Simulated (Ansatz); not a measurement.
# BH₂− (singlet): RKS PBE0, RPA-PBE over a scan of the distance B1–H2, aug-cc-pVDZ

Aim: run BH₂− (singlet) with these functionals over a scan of the distance B1–H2, and hold them against the top wave-function level at the same points.

The runs use Ansatz 0.2.0, Gaussian basis; aug-cc-pVDZ, all electrons in the functionals, frozen cores in the correlation of double hybrids and RPA.

The runs, in order: RKS PBE0, RPA-PBE, at 0.995 Å; 1.096 Å; 1.247 Å; 1.365 Å; 1.547 Å; 1.719 Å; 1.978 Å; 2.307 Å; 2.744 Å; 3.451 Å; 4.241 Å.

## 1. What is computed

The geometry derives from a PBE0/def2-TZVPD stationary point (not a proven minimum). One bond is set to the value named and the two fragments are kept rigid.

3 atoms, charge -1, spin multiplicity 1.

Atoms are counted from 1 here; the program's logs count them from 0.

Bond lengths: B1–H2 1.247 Å, B1–H3 1.247 Å. Angles: H2–B1–H3 102.0°.

No dispersion term is added.

The geometry shown and the zero of energy belong to the point 1.247 Å. The yardstick, FCI, and other wave-function levels (R restricted, U unrestricted, valence and pair active spaces) come from earlier runs.

## 2. RKS PBE0, 0.995 Å

Contents of in.yaml:

```yaml
crystal:
  periodic: [false, false, false]
  atoms:
    - {symbol: B, position_ang: [0.000000, -0.110898, -0.015395]}
    - {symbol: H, position_ang: [0.000000, 0.515391, -0.788561]}
    - {symbol: H, position_ang: [0.000000, 0.674084, 0.953681]}
basis:
  gaussian: {orbitals: aug-cc-pVDZ}
total_charge: -1
hamiltonian: {xc: {name: PBE0}}
```

Command:

```sh
ansatz run in.yaml --threads 1 --pin off --events-out ev --progress --plain --max-ram 4096MiB --backend cpu
```

After this run come: RKS PBE0, 1.096 Å; RKS PBE0, 1.247 Å; RKS PBE0, 1.365 Å; RKS PBE0, 1.547 Å; RKS PBE0, 1.719 Å; RKS PBE0, 1.978 Å; RKS PBE0, 2.307 Å; RKS PBE0, 2.744 Å; RKS PBE0, 3.451 Å; RKS PBE0, 4.241 Å; RPA-PBE, 0.995 Å; RPA-PBE, 1.096 Å; RPA-PBE, 1.247 Å; RPA-PBE, 1.365 Å; RPA-PBE, 1.547 Å; RPA-PBE, 1.719 Å; RPA-PBE, 1.978 Å; RPA-PBE, 2.307 Å; RPA-PBE, 2.744 Å; RPA-PBE, 3.451 Å; RPA-PBE, 4.241 Å.

Before running them: what should the planned runs give, taken together? Wanted: span of the FCI curve; largest miss, RKS PBE0; largest miss, RPA-PBE.

As calculated:

| quantity | value |
| --- | --- |
| span of the FCI curve | 267.4 kJ/mol |
| largest miss, RKS PBE0 | +28.8 kJ/mol (4.241 Å) |
| largest miss, RPA-PBE | -50.5 kJ/mol (4.241 Å) |

**Reading.** Of the functionals, RKS PBE0 keep the smallest largest miss at the points compared (at most 28.8 kJ/mol) and RPA-PBE strays most (50.5 kJ/mol, at 4.241 Å). RPA-PBE clearly breaks the spin symmetry at some points (⟨S²⟩ up to 0.57 above the pure value), so energy there is bought with a mixed spin. Functionals and the yardstick converge differently with the basis, so part of each miss in aug-cc-pVDZ is the basis.
